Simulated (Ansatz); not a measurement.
What does this script print? It uses the Python package of Ansatz (0.2.0).

The script, `bend.py`:
```python
"""Bending curve of CH4OSi."""

import ansatz
from ase import Atoms

params = {
    "basis": "6-31G*",
    "xc": "pbe0",
    "fmax": 0.02,
}


def main() -> None:
    atoms = Atoms(["C", "O", "Si", "H", "H", "H", "H"], positions=[
        (-0.5086, 0.365, -0.3765),
        (-0.5671, -0.7822, 0.3866),
        (0.7711, -1.1811, 1.233),
        (-1.4643, 0.523, -0.8656),
        (0.1994, 0.354, -1.1994),
        (-0.3912, 1.3086, 0.2381),
        (2.0218, -0.6554, 0.5381),
    ])

    # start the scan from a relaxed geometry
    first = (
        ansatz.Crystal.molecule_from_ase(atoms).calculation()
        .basis(gaussian=params["basis"])
        .functional(params["xc"])
        .relax(force_tolerance=params["fmax"], max_steps=80)
    )
    atoms.positions = first.run(threads=1).report["positions_ang"]

    rows = []
    for angle in [85, 95, 105, 115, 125, 140, 160]:
        bent = atoms.copy()
        bent.set_angle(0, 1, 2, angle, indices=[2, 6])
        job = (
            ansatz.Crystal.molecule_from_ase(bent).calculation()
            .basis(gaussian=params["basis"])
            .functional(params["xc"])
        )
        rows.append((angle, job.run(threads=1).report["free_energy_ev"]))
    floor = min(e for _, e in rows)
    for angle, e in rows:
        print(f"angle C0-O1-Si2 = {angle:3d} deg   {1000 * (e - floor):9.1f} meV")


if __name__ == "__main__":
    main()
```

Running `python bend.py` prints:
```text
angle C0-O1-Si2 =  85 deg      6372.3 meV
angle C0-O1-Si2 =  95 deg      2476.8 meV
angle C0-O1-Si2 = 105 deg       852.2 meV
angle C0-O1-Si2 = 115 deg       200.7 meV
angle C0-O1-Si2 = 125 deg         0.0 meV
angle C0-O1-Si2 = 140 deg        43.4 meV
angle C0-O1-Si2 = 160 deg       274.9 meV
```

The scan is rigid, and the energies are electronic, in a modest basis. The zero is the lowest point of the grid, which needn't be the minimum. The whole script took 28 s on 1 thread of Arm Neoverse V1 (shared host), peak memory 0.2 GiB.
